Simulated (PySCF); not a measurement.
## Potential energy of NO along the bond

Set-up: PySCF, no relativity, basis sets N def2-TZVP, O def2-TZVP. Energies in eV from N + O in their ground configurations at the same level. All curves are PBE0. state 1: ²Π (doublet), unpaired electrons π ↑; state 2: ⁴Π (quartet), unpaired electrons π ↑↑↑, a second solution, started from another occupation.

```csv
R (Å),state 1,state 2
0.982,-4.550,6.078
1.028,-5.707,3.617
1.073,-6.352,1.792
1.108,-6.581,0.752
1.142,-6.644,-0.065
1.176,-6.575,-0.698
1.222,-6.329,-1.310
1.279,-5.846,-1.793
1.348,-5.110,-2.073
1.439,-4.060,-2.110
```

Question: Put a parabola through the three lowest points of the state 1 curve and estimate Re, k and ωe (reduced mass 7.466 u; 1 eV/Å² = 0.16022 mdyn/Å; ωe = 1302.8·√(k/μ) cm⁻¹).

Answer: Through R = 1.108, 1.142, 1.176 Å the second-order coefficient is 57.1 eV/Å², so Re ≈ 1.141 Å, k ≈ 18.3 mdyn/Å and ωe ≈ 2039 cm⁻¹. A polynomial fit of higher order to the unrounded PBE0 energies gives Re = 1.140 Å, k = 18.1 mdyn/Å, ωe = 2031 cm⁻¹; anharmonicity and rounding make the difference.

The higher-order fit for each curve: state 1: Re = 1.140 Å, ωe = 2031 cm⁻¹, De = 6.64 eV; state 2: Re = 1.403 Å, ωe = 1113 cm⁻¹, minimum 2.13 eV below the ground-state fragments.

⟨S²⟩ of the unrestricted solution departs from its pure value on part of the curve, where spin states mix. The state was picked by a PBE0 search and need not be the measured ground state.
